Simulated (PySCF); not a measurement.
## Fluorine: a sound run and one with changed settings

Sound run: F [He] 2s2 2p5, F⁺ [He] 2s2 2p4. All numbers are calculated (PySCF 2.14, the non-relativistic Hamiltonian (point nucleus), in aug-cc-pVDZ (4s3p2d, 23 functions)). In the sound run the correlated levels freeze 1s2. The sound run starts from symmetry-adapted Hartree-Fock orbitals and uses a fine grid where one is needed.

Changed run: all electrons correlated in a basis built for the valence shell.

```
species   method  sound run (hartree)  changed run (hartree)  converged
      F      MP2            -99.53570              -99.53774        yes
      F  CCSD(T)            -99.55007              -99.55194        yes
     F⁺      MP2            -98.90483              -98.90672        yes
     F⁺  CCSD(T)            -98.92111              -98.92286        yes
```

Ionisation energy of F:

```
 method  sound run (eV)  changed run (eV)
    UHF          15.767            15.767
    MP2          17.167            17.171
SCS-MP2          17.117            17.118
   CCSD          17.085            17.088
CCSD(T)          17.115            17.118
```

A valence basis has no tight correlating functions, so it recovers only part of the core correlation, and not evenly between atom and ion.

For comparison, NIST gives 17.423 eV between the lowest levels.
